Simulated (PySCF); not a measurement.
Working out the electron affinity of P

P⁻ [Ne] 3s2 3p4 (3P) → P [Ne] 3s2 3p3 (4S). Calculation: PySCF 2.14, in aug-cc-pCVTZ-DK; the spin-free X2C one-electron Hamiltonian (Gaussian nucleus). Frozen: [Ne]. Energies in hartree (1 hartree = 27.21139 eV):

```csv
part,P⁻ (lower),P (upper)
UHF,-341.519401,-341.531688
CCSD correlation,-0.134610,-0.102603
(T),-0.006601,-0.004084
```

What does Hartree-Fock give?

(-341.531688) − (-341.519401) = -0.012287 hartree = -0.334 eV.

What do CCSD and CCSD(T) give?

The CCSD correlation energies differ by 0.032007 hartree = 0.871 eV and the triples by 0.002517 hartree = 0.068 eV, so CCSD gives 0.537 eV and CCSD(T) 0.605 eV.

A first-order spin-orbit estimate adds 0.012 eV to CCSD(T) (valence), giving 0.617 eV against 0.747 eV (measured; photodetachment measurements, as compiled on the Wikipedia data page of electron affinities).

What remains against the reference includes basis incompleteness, the frozen core and higher excitations.
